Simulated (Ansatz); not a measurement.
## What a trial cell of PbI relaxes into

Computed with DFT PBE, scalar-relativistic, plane waves, PAW in Ansatz. Cutoff 420 eV, Γ-centred k mesh, Gaussian smearing, no spin polarisation in the final step.

The start puts PbI on the hexagonal BN structure type (P6_3/mmc, No. 194), with Pb in place of B, I in place of N, at a guessed volume.

```
CELL_PARAMETERS angstrom
4.39924 0.00000 0.00000
-2.19962 3.80985 0.00000
0.00000 0.00000 11.70300
ATOMIC_POSITIONS crystal
Pb 0.33333 0.66667 0.25000
Pb 0.66667 0.33333 0.75000
I 0.33333 0.66667 0.75000
I 0.66667 0.33333 0.25000
```

Cell and atoms relax at zero pressure; the relaxation can't lower the symmetry of the start. After a coarse first stage the cell is made exact in the group found at 0.06 Å.

Formation energies are uncorrected and refer to the elements' standard structures at the same level.

**Question.** What does it relax into?

**Answer.** It keeps P6_3/mmc (No. 194), but not the shape of the type it started on. Conventional cell: a = 5.831 Å, c = 6.813 Å. Pb is coordinated by 5 I at 3.37–3.41 Å; I has 5 Pb at 3.37–3.41 Å.

Space group P6_3/mmc (No. 194). a = 5.831 Å, b = 5.831 Å, c = 6.813 Å, α = 90.00°, β = 90.00°, γ = 120.00°
```
atom site symmetry x y z
  Pb    2c      -6m2  0.3333  0.6667  0.2500
   I    2d      -6m2  0.3333  0.6667  0.7500
```

**Question.** What are its volume, energy, density and gap?

**Answer.** The volume per atom is 50.15 Å³, the density is 5.53 g/cm³ and the energy over the elements is 0.05 eV/atom. The gap on the 12×12×8 mesh is 0 eV (a metal).

The final run used a 12×12×8 mesh on its 4-atom cell and 0.10 eV smearing. For metals, differences of a few meV/atom aren't resolved. Spin–orbit coupling is left out. Symmetry constrained the relaxation, so the result can be a saddle point.

Cost: 4 runs of about 5.5 core-minutes in all, on Arm Neoverse V1 (shared hosts).